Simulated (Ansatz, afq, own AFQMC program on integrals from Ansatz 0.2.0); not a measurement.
AFQMC on a folder of integrals that Ansatz 0.2.0 wrote.

```yaml
crystal:
  periodic: [false, false, false]
  atoms:
    - {symbol: B, position_ang: [0.000000, 0.000000, 0.000000]}
    - {symbol: B, position_ang: [0.000000, 0.000000, 1.640578]}
basis:
  gaussian: {orbitals: cc-pVDZ}
magnetization: {spin_polarized: false}
correlation: {method: ccsd_t, electrons: outside_noble_gas, hamiltonian_folder: ham}
```

```sh
$ ansatz run in.yaml --threads 1 --pin off --events-out ev --progress --plain --max-ram 16896MiB --backend cuda --devices 0, --max-vram 18GiB
```

afq runs on the folder ham with

```
--method phaseless --trial hf --walkers 4000 --populations 20 --least-time 40 --time-step 0.005 --steps-per-block 20 --equilibration-blocks 112 --max-blocks 4000 --target-error 0.0007499999999999999 --factor-cut 1e-05 --seed 3265 --taylor-order 6
```

Times are imaginary, in 1/Eh. The walk had a cap of 49 s. With eight or more populations the least sampling time is a fifth of least-time, and the error comes from their spread.

```
orbitals 26  electrons 3 3  factors 184 of 266
reference energy -49.03800029 Eh
CCSD correlation -0.19157796 Eh in 15 cycles, weight of the determinant in the CISD state 0.7702
energy of the start -49.038000 Eh
 block  time / (1/Eh)  mean weight  energy / Eh
     1     0.100  1.0005  -49.058961
     2     0.200  1.0006  -49.076915
     3     0.300  1.0007  -49.092138
     4     0.400  1.0008  -49.105605
     5     0.500  1.0008  -49.117908
     7     0.700  1.0007  -49.136999
     9     0.900  1.0006  -49.154033
    15     1.500  1.0003  -49.185620
    43     4.300  1.0000  -49.226870
    71     7.100  1.0000  -49.223887
    99     9.900  1.0003  -49.235797
   127    12.700  1.0000  -49.225864
   155    15.500  1.0002  -49.222521
   183    18.300  1.0002  -49.232852
   211    21.100  1.0003  -49.231444
   239    23.900  0.9997  -49.230096
   267    26.700  1.0000  -49.233889
   295    29.500  0.9997  -49.226033
   323    32.300  1.0000  -49.239253
   351    35.100  0.9999  -49.229936
   365    36.500  1.0002  -49.220228
   379    37.900  1.0002  -49.222870
   407    40.700  1.0001  -49.223753
   435    43.500  0.9999  -49.224106
   463    46.300  1.0003  -49.234265
   491    49.100  0.9993  -49.230719
   519    51.900  1.0001  -49.223296
   547    54.700  1.0003  -49.221739
   561    56.100  1.0000  -49.223065
error from the spread of 20 populations
energy -49.228304 +/- 0.000740 Eh
(rows thinned)
```

Question: Estimate how long the walk took on 1 × NVIDIA H100 80GB HBM3 with 2 threads of AMD EPYC 7R13 Processor (Zen 3) (shared host) (the card was shared).

Answer: 25 s of wall time.

The run passed its tests (sampling time, drift between the halves within three errors, error under three times the target), which doesn't prove that it has relaxed. The second half of the sampling lies above the first by 1.6 errors of their difference, so the energy may still be moving and its error bar be too small.

Against this walk (error 20.1 meV) on the same determinant: CCSD(T) 432.0 meV lower, CCSDT(Q) 587.6 meV lower, CCSDTQ 633.8 meV lower, full CI 642.6 meV lower, a separate phaseless walk with a CISD trial and standard settings 360.7 ± 20.5 meV lower. The error is statistical and leaves out the bias of the constraint. Full CI is exact here, so the walk's 643 meV above it is the walk's own error: the bias of the constraint with this trial, or a walk that hasn't relaxed. The determinant is a poor start (see the cautions), so the low cluster orders aren't to be relied on, and full CI is the sure value.

Cautions: constraint bias not in the error; another spin lies lower (by 618 meV); restricted determinant unstable towards unrestricted (UHF 2.59 eV lower, ⟨S²⟩ 1.91); the search met a lower determinant of the same kind, perhaps of another symmetry (545 meV lower), and this one is a saddle point; strong correlation (T1 0.039, weight of the determinant 0.77, largest double 0.29); (T) is large, 8 % of the CCSD correlation; the CCSDTQ amplitudes may be one of several solutions (largest double 0.94); the determinant fills πx and πy unequally, so it mixes two states of the linear molecule, and each level undoes that mixture to a different degree, while full CI gives the lower state; CCSDTQ on the UHF determinant differs (602 meV lower), perhaps since the unrestricted series falls towards higher spin.

CCSDT and higher add their correlation energy to the determinant of the CCSD(T) run, since their own runs factorise the integrals more tightly (a shift of under 2 meV).
